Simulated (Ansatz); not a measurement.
C₃H₆FNO, SMILES NCC(O)=CF, a ranking of conformers

Computed with Ansatz's Python interface.

The cells in order, each with its output:

```python
import ansatz as az
from rdkit import Chem
from rdkit.Chem import AllChem

rd = Chem.AddHs(Chem.MolFromSmiles("NCC(O)=CF"))
ids = list(AllChem.EmbedMultipleConfs(rd, numConfs=20, randomSeed=119, pruneRmsThresh=0.4))
field = [energy for _, energy in AllChem.MMFFOptimizeMoleculeConfs(rd)]
distinct = {round(e, 2): i for i, e in zip(ids, field)}
chosen = sorted(distinct.items())[:3]
found = []
for force_field, index in chosen:
    c3h6fno = az.Crystal.molecule()
    for atom, xyz in zip(rd.GetAtoms(), rd.GetConformer(index).GetPositions()):
        c3h6fno = c3h6fno.atom(atom.GetSymbol(), xyz.round(5).tolist())
    setup = c3h6fno.calculation()
    setup = setup.basis(gaussian="def2-SVP").correlation("mp2")
    found.append(setup.run(threads=1, pin="off").report["free_energy_ev"])
print("conformer   MMFF (kcal/mol)   this level (kJ/mol)")
for (force_field, index), e in zip(chosen, found):
    print(f"{index:9d} {force_field - chosen[0][0]:17.2f} {96.485332 * (e - min(found)):17.3f}")
```

    conformer   MMFF (kcal/mol)   this level (kJ/mol)
            1              0.00             0.000
            3              3.27             6.329
            2              9.16            23.895

The conformers keep their force-field geometries. Wall time of the script: 7.5 s on 1 thread of Arm Neoverse V1, with other jobs on the host, peak memory 0.33 GiB.

(Lines on the test bed's own set-up are left out of the output.)
